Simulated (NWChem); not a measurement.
All runs are NWChem calculations. System: CH3S, charge 1, spin multiplicity 3, at the geometry of a parent with another charge or spin, in a state set for the comparison that need not be this species' ground state. Its SCF solution wasn't tested for a lower state. Level: UMP2/def2-TZVP, 6 core orbitals frozen.

Input file:

```
start mol
memory heap 200 mb stack 900 mb global 1100 mb
charge 1
geometry units angstroms nocenter noautoz noautosym
  C      0.041727     1.093341    -0.096210
  S     -0.029362    -0.685806     0.067563
  H      0.601994     1.570365     0.721728
  H      0.578274     1.304016    -1.038739
  H     -0.960847     1.538472    -0.186736
end
basis spherical
  * library def2-tzvp
end
scf
  uhf
  nopen 2
  maxiter 100
  thresh 1e-7
  semidirect memsize 60000000 filesize 0
  # guess.movecs holds the orbitals of an unrestricted PBE0 run
  vectors input guess.movecs output mol.movecs
end
mp2
  freeze core 6
end
task mp2 energy
```

Output (cleaned and shortened):

```
             Northwest Computational Chemistry Package (NWChem) 7.3.0
             --------------------------------------------------------

                                NWChem Input Module
                                -------------------

 Scaling coordinates for geometry "geometry" by  1.889725989
 (inverse scale =  0.529177249)

                             Geometry "geometry" -> ""
                             -------------------------

 Output coordinates in angstroms (scale by  1.889725989 to convert to a.u.)

  No.       Tag          Charge          X              Y              Z
 ---- ---------------- ---------- -------------- -------------- --------------
    1 C                    6.0000     0.04172700     1.09334100    -0.09621000
    2 S                   16.0000    -0.02936200    -0.68580600     0.06756300
    3 H                    1.0000     0.60199400     1.57036500     0.72172800
    4 H                    1.0000     0.57827400     1.30401600    -1.03873900
    5 H                    1.0000    -0.96084700     1.53847200    -0.18673600

 Effective nuclear repulsion energy (a.u.)      48.5089285073

            Nuclear Dipole moment (a.u.)
            ----------------------------
        X                 Y               Z
 ---------------- ---------------- ----------------
    -0.0000170075     0.0000056692     0.0000018897


 Summary of "ao basis" -> "" (spherical)
 ------------------------------------------------------------------------------
       Tag                 Description            Shells   Functions and Types
 ---------------- ------------------------------  ------  ---------------------
 *                         def2-tzvp                  on all atoms

 Summary of "ao basis" -> "ao basis" (spherical)
 ------------------------------------------------------------------------------
       Tag                 Description            Shells   Functions and Types
 ---------------- ------------------------------  ------  ---------------------
 C                         def2-tzvp                11       31   5s3p2d1f
 S                         def2-tzvp                13       37   5s5p2d1f
 H                         def2-tzvp                 4        6   3s1p

                                 NWChem SCF Module
                                 -----------------

  ao basis        = "ao basis"
  functions       =    86
  atoms           =     5
  alpha electrons =    13
  beta  electrons =    11
  charge          =   1.00
  wavefunction    = UHF
  use symmetry    = F
  symmetry adapt  = F

 Summary of "ao basis" -> "ao basis" (spherical)
 ------------------------------------------------------------------------------
       Tag                 Description            Shells   Functions and Types
 ---------------- ------------------------------  ------  ---------------------
 C                         def2-tzvp                11       31   5s3p2d1f
 S                         def2-tzvp                13       37   5s5p2d1f
 H                         def2-tzvp                 4        6   3s1p

 Forming initial guess at       0.1s

 Starting SCF solution at       0.1s

 ----------------------------------------------
         Quadratically convergent UHF

 Convergence threshold     :          1.000E-07
 Maximum no. of iterations :          100
 Integral*density screening:          1.000E-09
 ----------------------------------------------

              iter       energy          gnorm     gmax       time
             ----- ------------------- --------- --------- --------
                 1     -436.8292582888  6.02D-01  2.46D-01      1.1
                 2     -436.8435032231  7.69D-02  2.20D-02      1.2
                 3     -436.8455141811  3.49D-03  6.26D-04      1.6
                 4     -436.8455181883  1.15D-05  3.66D-06      2.4
                 5     -436.8455181884  7.05D-09  1.68D-09      3.3

       Final UHF  results
       ------------------

         Total SCF energy =   -436.845518188423
      One electron energy =   -690.934591608506
      Two electron energy =    205.580144912750
 Nuclear repulsion energy =     48.508928507332

                       Sz =      1.0000
                 Sz(Sz+1) =      2.0000
                      S^2 =      2.0230

        Time for solution =      3.3s

          Final alpha eigenvalues
          -----------------------

              1
    1  -92.3519
    2  -11.5120
    3   -9.3501
    4   -7.0436
    5   -7.0435
    6   -7.0227
    7   -1.3798
    8   -1.1501
    9   -0.8706
   10   -0.8679
   11   -0.8021
   12   -0.7456
   13   -0.7403
   14   -0.0789
   15   -0.0285
   16    0.0091
   17    0.0127
   18    0.0654
   19    0.1043
   20    0.1066
   21    0.1452
   22    0.1551
   23    0.1560

          Final beta eigenvalues
          ----------------------

              1
    1  -92.3296
    2  -11.5137
    3   -9.3284
    4   -7.0108
    5   -6.9916
    6   -6.9916
    7   -1.2778
    8   -1.0402
    9   -0.8224
   10   -0.8148
   11   -0.7734
   12   -0.2558
   13   -0.2542
   14   -0.0527
   15   -0.0177
   16    0.0197
   17    0.0231
   18    0.0811
   19    0.1214
   20    0.1275
   21    0.1544
   22    0.2181
   23    0.2185

                    UHF Final Alpha Molecular Orbital Analysis
                    ------------------------------------------

 Vector   11  Occ=1.000000D+00  E=-8.020895D-01
              MO Center=  4.6D-03, -1.4D-03, -9.1D-03, r^2= 2.0D+00
   Bfn.  Coefficient  Atom+Function         Bfn.  Coefficient  Atom+Function
  ----- ------------  ---------------      ----- ------------  ---------------
[...]
    82     -0.179819  5 H  s                 11      0.170614  1 C  pz

 Vector   10  Occ=1.000000D+00  E=-8.148442D-01
              MO Center=  1.1D-01,  1.1D+00, -2.9D-01, r^2= 1.3D+00
   Bfn.  Coefficient  Atom+Function         Bfn.  Coefficient  Atom+Function
  ----- ------------  ---------------      ----- ------------  ---------------
     8      0.257246  1 C  pz                11      0.242914  1 C  pz
    76     -0.213599  4 H  s                  6     -0.180607  1 C  px
     9     -0.170466  1 C  px

 Vector   11  Occ=1.000000D+00  E=-7.733962D-01
              MO Center=  3.4D-03, -1.7D-01, -3.8D-03, r^2= 2.1D+00
   Bfn.  Coefficient  Atom+Function         Bfn.  Coefficient  Atom+Function
  ----- ------------  ---------------      ----- ------------  ---------------
    47      0.430762  2 S  py                 7     -0.230069  1 C  py
    10     -0.230612  1 C  py                35     -0.206425  2 S  s
    44      0.202005  2 S  py                36     -0.175656  2 S  s
    50      0.167238  2 S  py                38     -0.158172  2 S  py

 Vector   12  Occ=0.000000D+00  E=-2.557566D-01
              MO Center= -2.9D-02, -5.9D-01,  6.8D-02, r^2= 2.0D+00
   Bfn.  Coefficient  Atom+Function         Bfn.  Coefficient  Atom+Function
  ----- ------------  ---------------      ----- ------------  ---------------
    49      0.441086  2 S  px                46      0.367958  2 S  px
    51      0.280289  2 S  pz                48      0.233780  2 S  pz
    43      0.179288  2 S  px

 Vector   13  Occ=0.000000D+00  E=-2.541538D-01
              MO Center= -2.2D-02, -5.9D-01,  5.0D-02, r^2= 2.0D+00
   Bfn.  Coefficient  Atom+Function         Bfn.  Coefficient  Atom+Function
  ----- ------------  ---------------      ----- ------------  ---------------
    51      0.443905  2 S  pz                48      0.366622  2 S  pz
    49     -0.282546  2 S  px                46     -0.233403  2 S  px
    45      0.179045  2 S  pz

 Vector   14  Occ=0.000000D+00  E=-5.272548D-02
              MO Center=  4.4D-02,  7.1D-01, -1.0D-01, r^2= 5.5D+00
   Bfn.  Coefficient  Atom+Function         Bfn.  Coefficient  Atom+Function
  ----- ------------  ---------------      ----- ------------  ---------------
     5      3.071926  1 C  s                 77     -1.274790  4 H  s
    83     -1.246418  5 H  s                 71     -1.240193  3 H  s
    36     -0.885417  2 S  s                 50     -0.772352  2 S  py
     4      0.326798  1 C  s                 10     -0.299697  1 C  py
    47     -0.220709  2 S  py                 3      0.188009  1 C  s

 center of mass
 --------------
 x =  -0.00872179 y =  -0.17528516 z =   0.02002174

 moments of inertia (a.u.)
 ------------------
         133.777830629584          -4.978336244756           0.342728956299
          -4.978336244756          12.782395172963          11.462939622742
           0.342728956299          11.462939622742         132.995338985926

  Mulliken analysis of the total density
  --------------------------------------

    Atom       Charge   Shell Charges
 -----------   ------   -------------------------------------------------------
    1 C    6     6.36   0.85  1.12  0.48  0.75  0.03  1.22  1.52  0.32  0.02  0.05  0.00
    2 S   16    15.31   2.01  0.49  1.47  1.19  0.76  4.17  1.70  0.82  2.05  0.56  0.03  0.06  0.01
    3 H    1     0.77   0.25  0.44  0.06  0.02
    4 H    1     0.78   0.25  0.45  0.06  0.02
    5 H    1     0.77   0.25  0.44  0.06  0.02

  Mulliken analysis of the alpha density
  --------------------------------------

    Atom       Charge   Shell Charges
 -----------   ------   -------------------------------------------------------
    1 C    6     3.11   0.43  0.56  0.24  0.37  0.00  0.60  0.73  0.14  0.01  0.03  0.00
    2 S   16     8.66   1.00  0.25  0.74  0.62  0.39  2.12  0.82  0.60  1.63  0.45  0.01  0.03  0.00
    3 H    1     0.41   0.13  0.23  0.03  0.01
    4 H    1     0.41   0.13  0.24  0.03  0.01
    5 H    1     0.41   0.13  0.23  0.03  0.01

   Mulliken analysis of the beta density
   -------------------------------------

    Atom       Charge   Shell Charges
 -----------   ------   -------------------------------------------------------
    1 C    6     3.26   0.43  0.56  0.24  0.38  0.03  0.62  0.79  0.18  0.01  0.02  0.00
    2 S   16     6.65   1.00  0.24  0.74  0.57  0.37  2.05  0.87  0.22  0.41  0.11  0.01  0.03  0.01
    3 H    1     0.36   0.12  0.21  0.03  0.01
    4 H    1     0.37   0.12  0.21  0.03  0.01
    5 H    1     0.36   0.12  0.21  0.03  0.01

   Mulliken analysis of the spin density
   -------------------------------------

    Atom       Charge   Shell Charges
 -----------   ------   -------------------------------------------------------
    1 C    6    -0.15  -0.00  0.00 -0.00 -0.01 -0.02 -0.02 -0.06 -0.04  0.00  0.01  0.00
    2 S   16     2.01   0.00  0.00 -0.00  0.04  0.01  0.07 -0.05  0.38  1.22  0.33  0.00  0.01 -0.00
    3 H    1     0.04   0.01  0.03  0.01 -0.00
    4 H    1     0.05   0.01  0.03  0.01  0.00
    5 H    1     0.04   0.01  0.03  0.01 -0.00

       Multipole analysis of the density wrt the origin
       ------------------------------------------------

     L   x y z        total         alpha         beta         nuclear
     -   - - -        -----         -----         ----         -------
     0   0 0 0      1.000000    -13.000000    -11.000000     25.000000

     1   1 0 0      0.012416      0.052677     -0.040244     -0.000017
     1   0 1 0      0.199653      1.200877     -1.001229      0.000006
     1   0 0 1     -0.028881     -0.121199      0.092316      0.000002

     2   2 0 0    -11.777174    -10.612935     -7.036018      5.871778
     2   1 1 0      0.130486     -1.451054     -1.336412      2.917952
     2   1 0 1      0.048694      0.106017      0.094815     -0.152138
     2   0 2 0     -8.806781    -44.930157    -39.694052     75.817428
     2   0 1 1     -0.297004      3.339891      3.080091     -6.716986
     2   0 0 2    -11.802095    -10.850186     -7.248819      6.296910

                   NWChem MP2 Semi-direct Energy/Gradient Module
                   ---------------------------------------------

  Basis functions       =     86
  Molecular orbitals    =     86
  Frozen core           =      6
  Frozen virtuals       =      0
  Active alpha occupied =      7
  Active beta occupied  =      5
  Active alpha virtual  =     73
  Active beta virtual   =     75
  Use MO symmetry       = F
  Use skeleton AO sym   = F

  AO/Fock/Back tols     =   1.0D-09  1.0D-09  1.0D-09

 GA uses MA = F    GA memory limited = T

 Available:
  local mem=  1.26D+08
 global mem=  1.44D+08
 local disk=  0.00D+00
  mp2_memr nvloc                    73
  nvloc new                    73
   1 passes of   7:        5242880                      40627                   6491491.
   1 passes of   7: M    126149936           G      144164408           F     120907056.

 Semi-direct pass number   1 of   1  for UHF alpha       at        3.4s
  vrange nnbf                  3729
  mp2_eaftype                    24  avail_ma_in_mb                  1099
 EAF : mp2_eaftype filesize          24    3245745.
  mp2_eaf for mointskh                     24
Node 0 wrote     15.2 Mb in      0.0 s     Agg I/O rate:  2630.1 Mb/s
 Done moints_semi at        5.4s
  mp2_eaftype                    24  avail_ma_in_mb                  1075
 EAF : mp2_eaftype filesize          24    3245745.
  mp2_eaf for kh                    24
 Done maket at        5.5s
 Done multipass loop at        5.5s

 GA uses MA = F    GA memory limited = T

 Available:
  local mem=  1.26D+08
 global mem=  1.44D+08
 local disk=  0.00D+00
  mp2_memr nvloc                    75
  nvloc new                    75
   1 passes of   5:        5242880                      33830                   4767201.
   1 passes of   5: M    126149936           G      144164408           F     120907056.

 Semi-direct pass number   1 of   1  for UHF beta        at        5.6s
  vrange nnbf                  3729
  mp2_eaftype                    18  avail_ma_in_mb                  1099
 EAF : mp2_eaftype filesize          18    2383601.
  mp2_eaf for mointskh                     18
Node 0 wrote     11.2 Mb in      0.0 s     Agg I/O rate:  3126.5 Mb/s
 Done moints_semi at        8.9s
  mp2_eaftype                    18  avail_ma_in_mb                  1081
 EAF : mp2_eaftype filesize          18    2383601.
  mp2_eaf for kh                    18
 Done maket at        9.0s
 Done multipass loop at        9.0s

          -------------------------------------------
          SCF energy                -436.845518188423
          Correlation energy          -0.279392556624
          Singlet pairs                0.000000000000
          Triplet pairs                0.000000000000
          Total MP2 energy          -437.124910745047
          -------------------------------------------

          ---------------------------------------------------
                    Spin Component Scaled (SCS) MP2
          Same spin pairs                     -0.062993013858
          Same spin scaling factor             0.333333333333
          Opposite spin pairs                 -0.216399542766
          Opposite spin scaling fact.          1.200000000000
          SCS-MP2 correlation energy          -0.280677122605
          Total SCS-MP2 energy              -437.126195311028
          ---------------------------------------------------

 -----------------------
 Performance information
 -----------------------

 Timer overhead =  1.77D-07 seconds/call

               Nr. of calls         CPU time (s)                 Wall time (s)                GFlops
             ---------------    -------------------     ------------------------------   -------------------
Name         Min   Avg   Max    Min     Avg     Max     Min     Avg     Max   Mx/calls   Min     Max     Sum
mp2: moin     2     2     2    5.4     5.4     5.4      5.4     5.4     5.4     2.7      0.0     0.0     0.0
mp2: make     2     2     2   0.12    0.12    0.12     0.12    0.12    0.12    5.75E-2   0.0     0.0     0.0
mp2: tota     1     1     1    5.6     5.6     5.6      5.6     5.6     5.6     5.6      0.0     0.0     0.0

 The average no. of pstat calls per process was 5.00D+00
 with a timing overhead of 8.83D-07s

 Task  times  cpu:        9.0s     wall:        9.0s

 Total times  cpu:        9.0s     wall:        9.0s
```
